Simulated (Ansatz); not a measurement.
MgSiP₂ (I-42d, No. 122, 8 atoms in the cell), treated with BLYP in Ansatz (PAW).

Settings: plane-wave cutoff 520 eV, 8×8×8 k mesh, Fermi–Dirac smearing 0.01 eV, scalar-relativistic PAW data made under PBE.

The volume scan:

```
V (Å³/atom)  E − E_lowest (meV/atom)
-----------  -----------------------
21.058                          7.62
21.497                          1.83
21.935                          0.00
22.374                          1.75
22.813                          6.73
```

Q: Estimate the bulk modulus and its pressure derivative from these points.

A: V0 = 21.932 Å³/atom, B0 = 65.3 GPa, B′ = 4.2 (fit to the energies at full precision).

Shape and atoms are relaxed at each volume.

Note: the relaxation could not lower the start's symmetry, so the cell can be a saddle point above a distorted one; the bulk modulus comes from volumes at which shape and atoms were relaxed.

Computed values are for the static lattice.

Cost on a shared machine: around 18 core-minutes (rough).

Ansatz is a first-principles code.
